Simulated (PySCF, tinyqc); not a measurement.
Inside a calculation. Method: FCI on RHF in the sto-3g basis, for HF, spin multiplicity 1. The lowest restricted solution is unstable here: a spin-polarised one lies 0.0549 hartree lower (PySCF). Computed by tinyqc, a small Python program that keeps every step (integrals from PySCF). Settings: charge = 0, multiplicity = 1, basis = sto-3g, method = RHF, energy threshold = 1e-10, iteration cap = 61, orthogonalisation = symmetric, start = Wolfsberg-Helmholz matrix, DIIS depth = 6, ci = FCI, davidson = 1. Command: `OMP_NUM_THREADS=1 python tinyqc.py 25249 25250 out.jsonl` (the two numbers bound the seeds that draw the settings). One thread of a shared host (Intel(R) Xeon(R) Processor @ 2.60GHz), about 0.1 s of CPU time with the checks. The early iterations of the SCF are left out here.

## One-electron integrals

Geometry (angstrom):
```
atom        x        y        z
F     0.00000  0.00000  0.00000
H     0.00000  0.00000  1.49100
```

Basis sto-3g: exponents (1/bohr^2) and contraction coefficients of normalised primitives:
```
element  l (shell)   exponent  coefficient
F            s (1)  166.67913      0.15433
F            s (1)   30.36081      0.53533
F            s (1)    8.21682      0.44463
F            s (2)    6.46480     -0.09997
F            s (2)    1.50228      0.39951
F            s (2)    0.48859      0.70012
F            p (3)    6.46480      0.15592
F            p (3)    1.50228      0.60768
F            p (3)    0.48859      0.39196
H            s (1)    3.42525      0.15433
H            s (1)    0.62391      0.53533
H            s (1)    0.16886      0.44463
```

Overlap, kinetic and nuclear-attraction integrals over the contracted functions; the nuclear repulsion is the sum of Za Zb / Rab.

nuclear repulsion = 3.1942286 hartree

overlap S, order 1F 1s, 1F 2s, 1F 2px, 1F 2py, 1F 2pz, 2H 1s:
```
[[1.00000, 0.23799, 0.00000, 0.00000, 0.00000, 0.01302],
 [0.23799, 1.00000, 0.00000, 0.00000, 0.00000, 0.16610],
 [0.00000, 0.00000, 1.00000, 0.00000, 0.00000, 0.00000],
 [0.00000, 0.00000, 0.00000, 1.00000, 0.00000, 0.00000],
 [0.00000, 0.00000, 0.00000, 0.00000, 1.00000, 0.15455],
 [0.01302, 0.16610, 0.00000, 0.00000, 0.15455, 1.00000]]
```

kinetic energy T (hartree), order 1F 1s, 1F 2s, 1F 2px, 1F 2py, 1F 2pz, 2H 1s:
```
[[36.98458, -0.21286, 0.00000, 0.00000, 0.00000, -0.00391],
 [-0.21286, 1.03800, 0.00000, 0.00000, 0.00000, -0.01401],
 [0.00000, 0.00000, 3.24801, 0.00000, 0.00000, 0.00000],
 [0.00000, 0.00000, 0.00000, 3.24801, 0.00000, 0.00000],
 [0.00000, 0.00000, 0.00000, 0.00000, 3.24801, 0.01974],
 [-0.00391, -0.01401, 0.00000, 0.00000, 0.01974, 0.76003]]
```

nuclear attraction V (hartree), order 1F 1s, 1F 2s, 1F 2px, 1F 2py, 1F 2pz, 2H 1s:
```
[[-77.36449, -9.26127, 0.00000, 0.00000, -0.00570, -0.51902],
 [-9.26127, -11.89610, 0.00000, 0.00000, -0.07123, -1.33450],
 [0.00000, 0.00000, -11.79338, 0.00000, 0.00000, 0.00000],
 [0.00000, 0.00000, 0.00000, -11.79338, 0.00000, 0.00000],
 [-0.00570, -0.07123, 0.00000, 0.00000, -11.82431, -1.03486],
 [-0.51902, -1.33450, 0.00000, 0.00000, -1.03486, -4.40740]]
```

core Hamiltonian H = T + V (hartree), order 1F 1s, 1F 2s, 1F 2px, 1F 2py, 1F 2pz, 2H 1s:
```
[[-40.37992, -9.47413, 0.00000, 0.00000, -0.00570, -0.52293],
 [-9.47413, -10.85810, 0.00000, 0.00000, -0.07123, -1.34851],
 [0.00000, 0.00000, -8.54536, 0.00000, 0.00000, 0.00000],
 [0.00000, 0.00000, 0.00000, -8.54536, 0.00000, 0.00000],
 [-0.00570, -0.07123, 0.00000, 0.00000, -8.57630, -1.01512],
 [-0.52293, -1.34851, 0.00000, 0.00000, -1.01512, -3.64737]]
```

## Two-electron integrals

Functions are numbered as in S; the eight-fold symmetry (ij|kl) = (ji|kl) = (kl|ij) leaves the list below.

Two-electron integrals (ij|kl) in chemists' order, unique and non-zero (hartree):
```
(11|11) 5.40350   (21|11) 0.84192   (21|21) 0.15630   (22|11) 1.26803
(22|21) 0.29234   (22|22) 0.92617   (31|31) 0.02800   (32|31) 0.04317
(32|32) 0.20459   (33|11) 1.26450   (33|21) 0.29240   (33|22) 0.92596
(33|33) 0.99751   (41|41) 0.02800   (42|41) 0.04317   (42|42) 0.20459
(43|43) 0.05377   (44|11) 1.26450   (44|21) 0.29240   (44|22) 0.92596
(44|33) 0.88997   (44|44) 0.99751   (51|51) 0.02800   (52|51) 0.04317
(52|52) 0.20459   (53|53) 0.05377   (54|54) 0.05377   (55|11) 1.26450
(55|21) 0.29240   (55|22) 0.92596   (55|33) 0.88997   (55|44) 0.88997
(55|55) 0.99751   (61|11) 0.04662   (61|21) 0.00859   (61|22) 0.01598
(61|33) 0.01596   (61|44) 0.01596   (61|51) 0.00032   (61|52) 0.00061
(61|55) 0.01602   (61|61) 0.00048   (62|11) 0.13729   (62|21) 0.03216
(62|22) 0.11626   (62|33) 0.11457   (62|44) 0.11457   (62|51) 0.00212
(62|52) 0.01788   (62|55) 0.11953   (62|61) 0.00179   (62|62) 0.01926
(63|31) 0.00313   (63|32) 0.01949   (63|53) 0.00361   (63|63) 0.00268
(64|41) 0.00313   (64|42) 0.01949   (64|54) 0.00361   (64|64) 0.00268
(65|11) 0.10213   (65|21) 0.02421   (65|22) 0.09392   (65|33) 0.09023
(65|44) 0.09023   (65|51) 0.00446   (65|52) 0.03254   (65|55) 0.10121
(65|61) 0.00139   (65|62) 0.01922   (65|65) 0.02177   (66|11) 0.35337
(66|21) 0.08407   (66|22) 0.35129   (66|33) 0.34257   (66|44) 0.34257
(66|51) 0.00550   (66|52) 0.06676   (66|55) 0.36855   (66|61) 0.00469
(66|62) 0.08119   (66|65) 0.09569   (66|66) 0.77461
```

## Orthogonalisation

S = U s U^T; symmetric (Loewdin) form X = U s^(-1/2) U^T, so that X^T S X = 1.

eigenvalues of S: [0.70037, 0.87315, 1.00000, 1.00000, 1.11386, 1.31262]

X, order 1F 1s, 1F 2s, 1F 2px, 1F 2py, 1F 2pz, 2H 1s:
```
[[1.02236, -0.12481, 0.00000, 0.00000, -0.00127, 0.00910],
 [-0.12481, 1.03351, 0.00000, 0.00000, 0.01028, -0.08781],
 [0.00000, 0.00000, 1.00000, 0.00000, 0.00000, 0.00000],
 [0.00000, 0.00000, 0.00000, 1.00000, 0.00000, 0.00000],
 [-0.00127, 0.01028, 0.00000, 0.00000, 1.00931, -0.07989],
 [0.00910, -0.08781, 0.00000, 0.00000, -0.07989, 1.02025]]
```

## Iteration 6 (converged): orbitals

converged F (hartree), order 1F 1s, 1F 2s, 1F 2px, 1F 2py, 1F 2pz, 2H 1s:
```
[[-25.92525, -6.62656, 0.00000, 0.00000, -0.01053, -0.37102],
 [-6.62656, -3.01084, 0.00000, 0.00000, -0.00339, -0.40335],
 [0.00000, 0.00000, -0.46592, 0.00000, 0.00000, 0.00000],
 [0.00000, 0.00000, 0.00000, -0.46592, 0.00000, 0.00000],
 [-0.01053, -0.00339, 0.00000, 0.00000, -0.16619, -0.33190],
 [-0.37102, -0.40335, 0.00000, 0.00000, -0.33190, -0.18826]]
```

Diagonalise F' = X^T F X, C = X C', fill 5 alpha and 5 beta electrons from the bottom; D = 2 C_occ C_occ^T. Each column has its largest component positive (the first on a tie).

F' = X^T F X (hartree):
```
[[-25.45916, -3.38306, 0.00000, 0.00000, -0.02020, -0.00737],
 [-3.38306, -1.84616, 0.00000, 0.00000, 0.03545, -0.20176],
 [0.00000, 0.00000, -0.46592, 0.00000, 0.00000, 0.00000],
 [0.00000, 0.00000, 0.00000, -0.46592, 0.00000, 0.00000],
 [-0.02020, 0.03545, 0.00000, 0.00000, -0.11662, -0.31959],
 [-0.00737, -0.20176, 0.00000, 0.00000, -0.31959, -0.09234]]
```

orbital energies (hartree): [-25.93435, -1.40130, -0.46592, -0.46592, -0.41209, 0.23347]

coefficients C, order 1F 1s, 1F 2s, 1F 2px, 1F 2py, 1F 2pz, 2H 1s:
```
[[0.99507, -0.26153, 0.00000, 0.00000, 0.03285, 0.03514],
 [0.02004, 1.01538, 0.00000, 0.00000, -0.16488, -0.18154],
 [0.00000, 0.00000, 0.68833, 0.72540, 0.00000, 0.00000],
 [0.00000, 0.00000, 0.72540, -0.68833, 0.00000, 0.00000],
 [0.00067, 0.00685, 0.00000, 0.00000, 0.68864, -0.74224],
 [-0.00185, 0.06740, 0.00000, 0.00000, 0.63215, 0.80681]]
```

D after iteration 6, order 1F 1s, 1F 2s, 1F 2px, 1F 2py, 1F 2pz, 2H 1s:
```
[[2.11928, -0.50205, 0.00000, 0.00000, 0.04300, 0.00260],
 [-0.50205, 2.11716, 0.00000, 0.00000, -0.21315, -0.07166],
 [0.00000, 0.00000, 2.00000, 0.00000, 0.00000, 0.00000],
 [0.00000, 0.00000, 0.00000, 2.00000, 0.00000, 0.00000],
 [0.04300, -0.21315, 0.00000, 0.00000, 0.94855, 0.87157],
 [0.00260, -0.07166, 0.00000, 0.00000, 0.87157, 0.80831]]
```

Within a degenerate level the vectors are fixed only up to a rotation; this is one choice.

## Convergence

Stop when the energy changes by less than 1e-10 hartree and every element of the error matrix X^T (F D S - S D F) X is below 3e-06.

Course of the cycle:
```
iteration  E (hartree)     change  largest element of the error matrix
1          -98.0336893          -                             3.81e-01
2          -98.3882378  -3.55e-01                             2.16e-01
3          -98.4180781  -2.98e-02                             2.16e-03
4          -98.4180812  -3.11e-06                             1.05e-04
5          -98.4180812  -7.86e-09                             9.41e-06
6          -98.4180812  -8.00e-11                             3.29e-07
```

PySCF RHF in the same basis = -98.4180812 hartree

Converged in 6 iterations.

## Integrals over molecular orbitals

(pq|rs) = sum C_ip C_jq C_kr C_ls (ij|kl), one index at a time.

one-electron integrals over orbitals h = C^T H C (hartree):
```
[[-40.36293, 0.73037, 0.00000, 0.00000, -0.08590, -0.09648],
 [0.73037, -9.10979, 0.00000, 0.00000, 0.37884, 0.54876],
 [0.00000, 0.00000, -8.54536, 0.00000, 0.00000, 0.00000],
 [0.00000, 0.00000, 0.00000, -8.54536, 0.00000, 0.00000],
 [-0.08590, 0.37884, 0.00000, 0.00000, -6.36928, 2.48438],
 [-0.09648, 0.54876, 0.00000, 0.00000, 2.48438, -5.82368]]
```

Two-electron integrals over orbitals (pq|rs), unique and non-zero (hartree):
```
(11|11) 5.36512    (21|11) -0.52809   (21|21) 0.08189    (22|11) 1.24788
(22|21) -0.02368   (22|22) 0.88492    (31|31) 0.02951    (32|31) 0.04047
(32|32) 0.19249    (33|11) 1.26403    (33|21) -0.01534   (33|22) 0.90265
(33|33) 0.99751    (41|41) 0.02951    (42|41) 0.04047    (42|42) 0.19249
(43|43) 0.05377    (44|11) 1.26403    (44|21) -0.01534   (44|22) 0.90265
(44|33) 0.88997    (44|44) 0.99751    (51|11) 0.06568    (51|21) -0.01006
(51|22) 0.00370    (51|33) 0.00195    (51|44) 0.00195    (51|51) 0.01559
(52|11) -0.08899   (52|21) 0.00320    (52|22) -0.04232   (52|33) -0.05049
(52|44) -0.05049   (52|51) 0.02043    (52|52) 0.11922    (53|31) -0.00458
(53|32) -0.01885   (53|53) 0.03091    (54|41) -0.00458   (54|42) -0.01885
(54|54) 0.03091    (55|11) 0.83404    (55|21) -0.00792   (55|22) 0.65166
(55|33) 0.63765    (55|44) 0.63765    (55|51) -0.00094   (55|52) -0.00435
(55|55) 0.63180    (61|11) 0.07110    (61|21) -0.01124   (61|22) 0.00265
(61|33) 0.00215    (61|44) 0.00215    (61|51) -0.01367   (61|52) -0.02198
(61|55) 0.00305    (61|61) 0.01732    (62|11) -0.10400   (62|21) 0.00297
(62|22) -0.05811   (62|33) -0.05878   (62|44) -0.05878   (62|51) -0.01992
(62|52) -0.08804   (62|55) -0.01811   (62|61) 0.01979    (62|62) 0.09146
(63|31) -0.00472   (63|32) -0.01959   (63|53) -0.02483   (63|63) 0.02774
(64|41) -0.00472   (64|42) -0.01959   (64|54) -0.02483   (64|64) 0.02774
(65|11) -0.45451   (65|21) 0.00743    (65|22) -0.27414   (65|33) -0.27426
(65|44) -0.27426   (65|51) 0.00110    (65|52) 0.06172    (65|55) -0.08140
(65|61) -0.00351   (65|62) 0.02340    (65|65) 0.26238    (66|11) 0.80425
(66|21) -0.00851   (66|22) 0.61336    (66|33) 0.60092    (66|44) 0.60092
(66|51) 0.00713    (66|52) 0.03228    (66|55) 0.62243    (66|61) -0.00537
(66|62) -0.04224   (66|65) -0.03197   (66|66) 0.64138
```

## FCI: determinants and Hamiltonian

Hartree-Fock energy = -98.4180812 hartree

Slater-Condon rules over spin orbitals, with the nuclear repulsion added and E(HF) subtracted on the diagonal. Only determinants linked to the reference directly or through others are kept (one block of an abelian symmetry group), so some states are absent.

Occupation strings over the orbitals (2 doubly, a alpha, b beta, 0 empty; spin orbitals ordered 1a 1b 2a 2b ...): 222220 2222ab 2a222b a2222b 2222ba 2b222a b2222a 222202 2a22b2 a222b2 222022 220222 2b22a2 202222 ab2222 b222a2 ba2222 022222

H - E(HF) between determinants (hartree), order 222220, 2222ab, 2a222b, a2222b, 2222ba, 2b222a, b2222a, 222202, 2a22b2, a222b2, 222022, 220222, 2b22a2, 202222, ab2222, b222a2, ba2222, 022222:
```
[[0.00000, 0.00000, 0.00000, 0.00000, 0.00000, 0.00000, 0.00000, 0.26238, -0.02340, 0.00351, 0.02774, 0.02774, 0.02340, 0.09146, -0.01979, -0.00351, 0.01979, 0.01732],
 [0.00000, 0.28551, -0.00888, -0.01063, -0.26238, -0.02340, 0.00351, 0.04943, 0.06172, 0.00110, 0.02483, 0.02483, -0.02413, 0.08804, -0.01992, -0.00842, 0.02198, 0.01367],
 [0.00000, -0.00888, 1.11287, 0.02830, -0.02340, -0.09146, -0.01979, -0.06172, -0.24217, 0.00743, 0.01959, 0.01959, 0.08804, 0.01587, 0.00297, 0.02198, -0.00803, 0.01124],
 [0.00000, -0.01063, 0.02830, 25.38089, 0.00351, -0.01979, -0.01732, -0.00110, 0.00743, -0.42254, 0.00472, 0.00472, 0.01992, -0.00297, -0.06177, 0.01367, 0.01124, -0.07647],
 [0.00000, -0.26238, -0.02340, 0.00351, 0.28551, -0.00888, -0.01063, -0.04943, -0.02413, -0.00842, -0.02483, -0.02483, 0.06172, -0.08804, 0.02198, 0.00110, -0.01992, -0.01367],
 [0.00000, -0.02340, -0.09146, -0.01979, -0.00888, 1.11287, 0.02830, 0.06172, 0.08804, 0.02198, -0.01959, -0.01959, -0.24217, -0.01587, -0.00803, 0.00743, 0.00297, -0.01124],
 [0.00000, 0.00351, -0.01979, -0.01732, -0.01063, 0.02830, 25.38089, 0.00110, 0.01992, 0.01367, -0.00472, -0.00472, 0.00743, 0.00297, 0.01124, -0.42254, -0.06177, 0.07647],
 [0.26238, 0.04943, -0.06172, -0.00110, -0.04943, 0.06172, 0.00110, 0.59935, 0.04551, 0.01870, 0.03091, 0.03091, -0.04551, 0.11922, -0.02043, -0.01870, 0.02043, 0.01559],
 [-0.02340, 0.06172, -0.24217, 0.00743, -0.02413, 0.08804, 0.01992, 0.04551, 1.45562, 0.02889, 0.01885, 0.01885, -0.11922, 0.08349, 0.00320, -0.02043, 0.01406, 0.01006],
 [0.00351, 0.00110, 0.00743, -0.42254, -0.00842, 0.02198, 0.01367, 0.01870, 0.02889, 25.71515, 0.00458, 0.00458, -0.02043, -0.00320, -0.13015, -0.01559, 0.01006, -0.04792],
 [0.02774, 0.02483, 0.01959, 0.00472, -0.02483, -0.01959, -0.00472, 0.03091, 0.01885, 0.00458, 0.68944, 0.05377, -0.01885, 0.19249, -0.04047, -0.00458, 0.04047, 0.02951],
 [0.02774, 0.02483, 0.01959, 0.00472, -0.02483, -0.01959, -0.00472, 0.03091, 0.01885, 0.00458, 0.05377, 0.68944, -0.01885, 0.19249, -0.04047, -0.00458, 0.04047, 0.02951],
 [0.02340, -0.02413, 0.08804, 0.01992, 0.06172, -0.24217, 0.00743, -0.04551, -0.11922, -0.02043, -0.01885, -0.01885, 1.45562, -0.08349, 0.01406, 0.02889, 0.00320, -0.01006],
 [0.09146, 0.08804, 0.01587, -0.00297, -0.08804, -0.01587, 0.00297, 0.11922, 0.08349, -0.00320, 0.19249, 0.19249, -0.08349, 2.52531, -0.01313, 0.00320, 0.01313, 0.08189],
 [-0.01979, -0.01992, 0.00297, -0.06177, 0.02198, -0.00803, 0.01124, -0.02043, 0.00320, -0.13015, -0.04047, -0.04047, 0.01406, -0.01313, 26.96541, 0.01006, -0.08189, 0.49128],
 [-0.00351, -0.00842, 0.02198, 0.01367, 0.00110, 0.00743, -0.42254, -0.01870, -0.02043, -0.01559, -0.00458, -0.00458, 0.02889, 0.00320, 0.01006, 25.71515, -0.13015, 0.04792],
 [0.01979, 0.02198, -0.00803, 0.01124, -0.01992, 0.00297, -0.06177, 0.02043, 0.01406, 0.01006, 0.04047, 0.04047, 0.00320, 0.01313, -0.08189, -0.13015, 26.96541, -0.49128],
 [0.01732, 0.01367, 0.01124, -0.07647, -0.01367, -0.01124, 0.07647, 0.01559, 0.01006, -0.04792, 0.02951, 0.02951, -0.01006, 0.08189, 0.49128, 0.04792, -0.49128, 55.15979]]
```

## FCI: roots

Diagonalise (each vector has its largest component positive (the first on a tie)); all determinants have Ms = 0, so triplets appear too. The lowest singlet root is the correlation energy.

lowest roots of this matrix, relative to E(HF) (hartree): [-0.10287, 0.02126, 0.51146, 0.63567, 0.65148, 0.74019, 0.95875, 1.02277]

lowest vectors, order 222220, 2222ab, 2a222b, a2222b, 2222ba, 2b222a, b2222a, 222202, 2a22b2, a222b2, 222022, 220222, 2b22a2, 202222, ab2222, b222a2, ba2222, 022222:
```
[[0.93376, 0.00000, -0.14549, 0.00000],
 [0.02797, 0.70660, 0.66352, 0.00000],
 [-0.01121, 0.02005, -0.06473, 0.00000],
 [0.00004, 0.00021, 0.00048, 0.00000],
 [-0.02797, 0.70660, -0.66352, 0.00000],
 [0.01121, 0.02005, 0.06473, 0.00000],
 [-0.00004, 0.00021, -0.00048, 0.00000],
 [-0.35309, 0.00000, -0.27711, 0.00000],
 [0.02018, -0.01785, -0.06170, 0.00000],
 [0.00008, 0.00019, 0.00009, 0.00000],
 [-0.01578, 0.00000, -0.05076, 0.70711],
 [-0.01578, 0.00000, -0.05076, -0.70711],
 [-0.02018, -0.01785, 0.06170, 0.00000],
 [-0.01718, 0.00000, -0.01915, 0.00000],
 [0.00042, -0.00004, 0.00057, 0.00000],
 [-0.00008, 0.00019, -0.00009, 0.00000],
 [-0.00042, -0.00004, -0.00057, 0.00000],
 [-0.00017, 0.00000, -0.00008, 0.00000]]
```

<S^2> of these roots: [0.00000, 2.00000, 0.00000, 0.00000, 0.00000, 0.00000, 2.00000, 0.00000]

weight of the ground state by excitation level 0, 1, 2, ...: [0.87191, 0.00182, 0.12628]

The reference has a weight of only 0.87: one determinant is a poor start here.

## The lowest root by the Davidson method

Start from the reference; add the residual divided by (theta - H_ii), orthogonalised, at each step.

Davidson iterations:
```
iteration  subspace  lowest Ritz value (hartree)  residual norm
1                 1                            0       2.85e-01
2                 2                   -0.1001345       6.49e-02
3                 3                   -0.1027790       1.02e-02
4                 4                   -0.1028631       1.86e-03
5                 5                   -0.1028655       2.88e-04
6                 6                   -0.1028656       1.54e-05
7                 7                   -0.1028656       1.14e-06
8                 8                   -0.1028656       3.48e-08
```
